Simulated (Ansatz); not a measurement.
The first iterations of a band of AlClH2 + H3P (8 atoms, charge 0, multiplicity 1).

Computed with RKS PBE-D4/def2-SVP (Ansatz).

| Item | Value |
| --- | --- |
| movable images | 5 |
| climbing image | yes |
| spring | 5.0 eV/Å² |
| optimiser | quadratic models (default) |
| start path | through a guess of the saddle point |
| force threshold | 0.03 eV/Å |
| iteration limit | 60 |
| end points | relaxed |

Image 0:

```xyz
8
Properties=species:S:1:pos:R:3
Al 0.032 -0.040 0.223
Cl -0.106 0.819 2.177
H 1.479 -0.089 -0.440
H -1.338 -0.257 -0.560
P 0.206 -3.148 1.071
H -0.686 -2.770 0.005
H 1.377 -2.659 0.392
H 0.004 -1.916 1.805
```

Image 6:

```xyz
8
Properties=species:S:1:pos:R:3
Al 0.074 0.107 0.071
Cl -0.790 0.570 2.004
H 1.617 0.487 -0.122
H -0.949 -0.004 -1.154
P 0.247 -2.331 0.764
H -0.986 -2.921 1.178
H 0.754 -3.414 -0.024
H 1.001 -2.555 1.955
```

| iteration | highest image above the first end (eV) | largest band force component (eV/Å) |
| --- | --- | --- |
| 1 | 1.643 | 5.388 |
| 2 | 1.280 | 2.493 |
| 3 | 0.882 | 1.016 |
| 4 | 0.437 | 1.314 |
| 5 | 0.287 | 1.219 |
| 6 | 0.145 | 1.044 |

Does the band converge within its limit, and where does its top end?

The run converged. It ended after 18 iterations with the highest image 0.817 eV above the first end. The profile has 2 maxima (images 2, 5) with wells between them (image 3): this band takes more than one step, which may be the mechanism or a detour left from its start path. Neighbouring images differ by up to 1.3 eV, so the band resolves the path poorly. A vibrational analysis at the climbing image gives one clearly imaginary mode, 889i cm⁻¹: a first-order saddle point.

Run time: 2.7 min on 1 thread of Intel(R) Xeon(R) Processor @ 2.70GHz, on a shared host, peak memory 0.16 GiB.
